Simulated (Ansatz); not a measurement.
Rock-salt TiC, treated with BLYP (Ansatz, a program for electronic structure, PAW).

Numerical settings: plane-wave cutoff 520 eV, 16×16×16 k mesh, Fermi–Dirac smearing 0.1 eV, perturbation theory, no spin polarisation, scalar-relativistic PAW data made under PBE.

Computed at the level's own relaxed cell.

Harmonic phonon frequencies (cm⁻¹; i marks an imaginary mode):

| q point | frequencies |
|---|---|
| Γ | 0 0 0 465 465 465 |
| X | 266 266 333 484 484 577 |
| U | (withheld) |
| L | 229 229 431 539 539 702 |
| W | (withheld) |

Question: What belongs in the gaps?

Answer: 
- U, frequencies: 256 319 341 520 573 607
- W, frequencies: 306 306 324 550 550 615

No imaginary mode appears at these points.
